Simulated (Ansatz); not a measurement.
System: BaBiO₂Cl (Cmcm, No. 63; cell taken from a computed entry). Method: PBE0 (plane waves, PAW; Ansatz, a quantum-chemistry and plane-wave program).

Settings: plane-wave cutoff 460 eV, 4×4×4 k mesh, Fermi–Dirac smearing 0.01 eV, scalar-relativistic PAW data made under PBE.

Cell (relaxed with PBEsol):

```xyz
10
Lattice="2.9279 -6.4200 0.0000 2.9279 6.4200 0.0000 0.0000 0.0000 5.6860" Properties=species:S:1:pos:R:3 pbc="T T T"
Ba     2.9279    -1.5279     4.2645
Ba     2.9279     1.5279     1.4215
Bi     2.9279    -5.4241     4.2645
Bi     2.9279     5.4241     1.4215
Cl     2.9279     3.1608     4.2645
Cl     2.9279    -3.1608     1.4215
O      4.5147     0.0000     2.8430
O      1.3411     0.0000     2.8430
O      1.3411     0.0000     0.0000
O      4.5147     0.0000     0.0000
```

Problem. Give the computed band gap, smallest direct gap on the k points sampled and Γ–Γ gap.

Solution. 
band gap: 5.12 eV
smallest direct gap on the k points sampled: 5.16 eV
Γ–Γ gap: 5.84 eV

Note: cell and atoms aren't relaxed at this level (pressure 0.7 GPa); this cell isn't known to be the ambient phase, and symmetry holds it in the calculation.

Spin–orbit coupling is not included; with these elements it can move the gap by several tenths of an eV or more.

Computed values are for the static lattice.
